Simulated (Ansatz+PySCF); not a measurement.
# singlet O₃: levels of theory in one basis

```yaml
atoms:
  - { symbol: O, position_ang: [0.0000, 0.0000, -0.3867] }
  - { symbol: O, position_ang: [0.0000, 0.9759, 0.1934] }
  - { symbol: O, position_ang: [0.0000, -0.9759, 0.1934] }
```

Basis set: def2-SVP (spherical functions). Frozen core: 3 orbitals. Charge 0, multiplicity 1.

Computed with Ansatz (development build ahead of 0.2.0); each method stands on the lowest determinant of its kind that the runs found. NEVPT2 correlates all electrons. Active spaces start from the frontier orbitals, and the lowest solution found is given.

```json
{"method": "RHF", "E − E(RHF) (eV)": "0.00", "<S²> of the determinant": "0.00"}
{"method": "UHF", "E − E(RHF) (eV)": "-0.95", "<S²> of the determinant": "0.73"}
{"method": "RHF-MP2", "E − E(RHF) (eV)": "-15.60", "<S²> of the determinant": "–"}
{"method": "UHF-MP2", "E − E(RHF) (eV)": "-14.18", "<S²> of the determinant": "0.73"}
{"method": "RHF-CCSD", "E − E(RHF) (eV)": "-15.40", "<S²> of the determinant": "–"}
{"method": "UHF-CCSD", "E − E(RHF) (eV)": "-15.33", "<S²> of the determinant": "0.73"}
{"method": "RHF-CCSD(T)", "E − E(RHF) (eV)": "-16.00", "<S²> of the determinant": "–"}
{"method": "UHF-CCSD(T)", "E − E(RHF) (eV)": "-15.87", "<S²> of the determinant": "0.73"}
{"method": "RHF-CCSDT(Q)", "E − E(RHF) (eV)": "-16.11", "<S²> of the determinant": "–"}
{"method": "UHF-CCSDT(Q)", "E − E(RHF) (eV)": "-16.12", "<S²> of the determinant": "0.73"}
{"method": "CASSCF(12,9)", "E − E(RHF) (eV)": "-4.77", "<S²> of the determinant": "–"}
```

Q: What does SC-NEVPT2(12,9) give on the same scale?

A: -14.98 eV. NEVPT2 here correlates all electrons, so it doesn't share the others' frozen core.

Q: Is a single determinant a sound starting point here?

A: It is doubtful. Unrestricted orbitals lower Hartree–Fock by 0.95 eV and <S²> is 0.73 where a pure state has 0.00, a sign of strong static correlation. The CASSCF(12,9) natural occupations are 2.00, 1.99, 1.98, 1.98, 1.97, 1.87, 0.15, 0.03, 0.03.

Caution for RHF, RHF-MP2, RHF-CCSD, RHF-CCSD(T), RHF-CCSDT(Q): an unrestricted determinant lies well below. Caution for UHF, UHF-MP2, UHF-CCSD, UHF-CCSD(T), UHF-CCSDT(Q): the unrestricted determinant is spin contaminated; the determinant breaks the point group. Caution for UHF-MP2, UHF-CCSD(T): another reference gives a lower total.
